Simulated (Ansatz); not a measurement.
# Worked example: correlation energy of BH4⁺, singlet

All five atoms lie in one plane.

Geometry: a point of a stretch scan, not a stationary point.

```yaml
atoms:
  - { symbol: B, position_ang: [0.0002, 0.0065, -0.0066] }
  - { symbol: H, position_ang: [-0.0154, 0.8679, 0.8433] }
  - { symbol: H, position_ang: [-0.0236, -0.9389, 0.9513] }
  - { symbol: H, position_ang: [0.0215, 0.8564, -0.8677] }
  - { symbol: H, position_ang: [0.0157, -0.8549, -0.8564] }
```

Basis aug-cc-pVDZ; Ansatz 0.2.0. Only valence electrons are correlated (noble-gas cores frozen), which leaves 6 electrons in 58 orbitals. R marks a restricted (for open shells ROHF) determinant.

Full CI is exact within this basis and frozen core; it isn't the basis-set limit.

Runs differ by some tens of microhartree through their thresholds, so steps under 0.03 kcal/mol mean nothing.

| level | total energy (hartree) |
| --- | --- |
| RHF | -26.548472 |
| RMP2 | -26.659778 |
| RCCSD | -26.686336 |
| RCCSD(T) | -26.689535 |
| RCCSDT | -26.690166 |
| RCCSDT(Q) | -26.690344 |
| RCCSDTQ | -26.690381 |
| full CI | -26.690385 |

Problem. What is the correlation energy at full CI, and what share of it do RMP2 and RCCSD recover?

Solution. E(corr) = -26.690385 − (-26.548472) = -0.141913 hartree = -3.862 eV. RMP2: -0.111306 / -0.141913 = 78.43 %. RCCSD: -0.137864 / -0.141913 = 97.15 %.

Problem. By how many kcal/mol does RCCSD(T) miss full CI (1 hartree = 627.509 kcal/mol), and which steps make up the rest?

Solution. -26.689535 − (-26.690385) = 0.000850 hartree = 0.53 kcal/mol. Steps: RCCSDT − RCCSD(T) = -0.40, RCCSDT(Q) − RCCSDT = -0.11, RCCSDTQ − RCCSDT(Q) = -0.02, full CI − RCCSDTQ = 0.00 kcal/mol. That is within 1 kcal/mol of the reference in this basis, which itself misses far more of the correlation at the basis-set limit.
